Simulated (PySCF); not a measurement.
# C2H4Al+: where a starting geometry ends

The starting geometry of this gas-phase singlet was optimised with GFN2-xTB.

```xyz
7

C    -0.2884   -0.3188    2.5893
C     0.2639    0.3921    3.6026
Al   -1.2598   -2.2325    3.1594
H     0.3770   -0.8635    1.8999
H    -1.2387    0.0297    2.1533
H     1.2927    0.2538    3.9027
H    -0.2979    1.1335    4.1526
```

Q: Predict what becomes of its bonds when it is optimised with BLYP-D3(BJ)/def2-SVP.

A: It loosens into C2H4 + Al, which stay close as a complex (formulas without charges). Contacts that open: C1–Al3 (2.22 → 2.62 Å).

The energy falls by 0.15 eV over 10 steps:

```csv
step,E − E(last) (eV)
1,0.153
2,0.075
3,0.046
4,0.017
5,0.010
6,0.007
7,0.002
8,0.000
9,0.000
10,0.000
```

Final geometry (Å):

```yaml
atoms:
  - { symbol: C, position_ang: [-0.2346, -0.1816, 2.4566] }
  - { symbol: C, position_ang: [0.2593, 0.3784, 3.5933] }
  - { symbol: Al, position_ang: [-1.2995, -2.3737, 3.4231] }
  - { symbol: H, position_ang: [0.4109, -0.7850, 1.7912] }
  - { symbol: H, position_ang: [-1.2187, 0.1215, 2.0525] }
  - { symbol: H, position_ang: [1.2822, 0.1653, 3.9443] }
  - { symbol: H, position_ang: [-0.3429, 1.0696, 4.2052] }
```

No frequencies were run, so the end isn't proven a minimum. Run with PySCF 2.14.0, 26 s on 2 threads of Arm Neoverse V2, on a shared host.
